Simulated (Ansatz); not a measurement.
```yaml
atoms:
  - { symbol: C, position_ang: [1.1682, -0.4004, 0.0000] }
  - { symbol: C, position_ang: [0.0000, 0.5595, 0.0000] }
  - { symbol: O, position_ang: [-1.1901, -0.2277, 0.0000] }
  - { symbol: H, position_ang: [-1.9466, 0.3815, 0.0000] }
  - { symbol: H, position_ang: [0.0426, 1.2075, 0.8869] }
  - { symbol: H, position_ang: [0.0426, 1.2075, -0.8869] }
  - { symbol: H, position_ang: [2.1159, 0.1448, 0.0000] }
  - { symbol: H, position_ang: [1.1286, -1.0372, 0.8859] }
  - { symbol: H, position_ang: [1.1286, -1.0372, -0.8859] }
```

Basis set: pcseg-2 (spherical functions). Charge 0, multiplicity 1.

Computed with Ansatz (development build ahead of 0.2.0); each method stands on the lowest determinant of its kind that the runs found. Restricted functionals stand beside restricted open-shell atoms, which can lie above the unrestricted atoms usual in DFT and then raise those values.

Give the atomization energy at this shape (free ground-state atoms in the same class of orbitals less the molecule, no zero-point energy) of singlet C₂H₆O by PBE0 (restricted), PBE (restricted).

```tsv
method	atomization energy
PBE0 (restricted)	812.99 kcal/mol
PBE (restricted)	824.50 kcal/mol
```

The shape needn't be a minimum at these levels.
